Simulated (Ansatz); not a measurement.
# Al₂P+ (triplet): the correlation ladder, cc-pVDZ

How much of the correlation energy of Al₂P+ (triplet) does each wave-function method recover here?

The runs use Ansatz 0.2.0, Gaussian basis; cc-pVDZ, correlated electrons: outside noble gas.

To be run: UHF; CCSD(T) on ROHF; CCSD(T) on UHF; BCCD(T) on ROHF; CISD; CCSDT(Q) on ROHF; CCSDT(Q) on UHF.

### Step 1. The system

The geometry is a PBE0/def2-TZVP stationary point (not a proven minimum) of the parent state, kept for this charge and spin.

3 atoms, charge 1, spin multiplicity 3.

Atoms are counted from 1 here; the program's logs count them from 0.

Bond lengths: Al1–P2 2.259 Å, Al1–Al3 2.665 Å, P2–Al3 2.259 Å. Angles: P2–Al1–Al3 53.9°, Al1–P2–Al3 72.3°, Al1–Al3–P2 53.9°.

In the tables R marks a restricted open-shell determinant and U an unrestricted one; correlation energies count from the lowest restricted Hartree-Fock solution.

### Step 2. UHF

File in.yaml:

```yaml
crystal:
  periodic: [false, false, false]
  atoms:
    - {symbol: Al, position_ang: [0.000000, -0.665301, -1.332700]}
    - {symbol: P, position_ang: [0.000000, 1.159099, 0.000000]}
    - {symbol: Al, position_ang: [0.000000, -0.665301, 1.332700]}
basis:
  gaussian: {orbitals: cc-pVDZ}
total_charge: 1
magnetization: {spin_polarized: true, initial_magnetization: 2}
hamiltonian: {xc: hf}
output: {orbitals: {seedname: orbitals}}
```

The run is started by

```console
$ ansatz run in.yaml --threads 1 --pin off --events-out ev --progress --plain --max-ram 2393MiB
```

After this run come: CCSD(T) on ROHF; CCSD(T) on UHF; BCCD(T) on ROHF; CISD; CCSDT(Q) on ROHF; CCSDT(Q) on UHF.

Q: Predict the results of all the runs planned. Wanted: correlation energy, UCCSDT(Q); RMP2 from UCCSDT(Q); UMP2 from UCCSDT(Q); RCCSD from UCCSDT(Q); RCCSD(T) from UCCSDT(Q); UCCSD(T) from UCCSDT(Q); RCCSDT(Q) from UCCSDT(Q); T1 diagnostic.

The runs gave:

| quantity | value |
| --- | --- |
| correlation energy, UCCSDT(Q) | -6.3442 eV |
| RMP2 from UCCSDT(Q) | +101.4 kJ/mol |
| UMP2 from UCCSDT(Q) | +113.6 kJ/mol |
| RCCSD from UCCSDT(Q) | +44.8 kJ/mol |
| RCCSD(T) from UCCSDT(Q) | +7.4 kJ/mol |
| UCCSD(T) from UCCSDT(Q) | +7.9 kJ/mol |
| RCCSDT(Q) from UCCSDT(Q) | +0.5 kJ/mol |
| levels of the table within 1 kcal/mol (43 meV) | RCCSDT, UCCSDT, RCCSDT(Q) |
| T1 diagnostic | 0.046 |

In words: RCCSD(T) misses by +7.4 kJ/mol, 1.2 % of the correlation energy. These misses are within one basis, not against nature; the frozen cores of restricted and unrestricted runs differ, which can shift their rows.
